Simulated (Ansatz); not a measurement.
## Active spaces for SiH4, singlet

Program: Ansatz, Gaussian basis, development build. Basis cc-pV(T+d)Z on Si, cc-pVTZ on H, nonrelativistic, no frozen core. State-specific CASSCF; RHF is the lowest restricted (open-shell) Hartree–Fock solution met. No symmetry is imposed, so a solution can break that of the shape. No proof that the lowest CASSCF solution was found.

Geometry:

```
atom    x (Å)    y (Å)    z (Å)
  Si   0.0000   0.0000   0.0000
   H   0.8561   0.8561   0.8561
   H  -0.8561  -0.8561   0.8561
   H  -0.8561   0.8561  -0.8561
   H   0.8561  -0.8561  -0.8561
```

Question: What do CASSCF and its corrections give against RHF in CAS(2,2), and what are the occupations?

Answer: CASSCF -0.364 eV, SC-NEVPT2 -6.816 eV; occupations 1.98, 0.02.
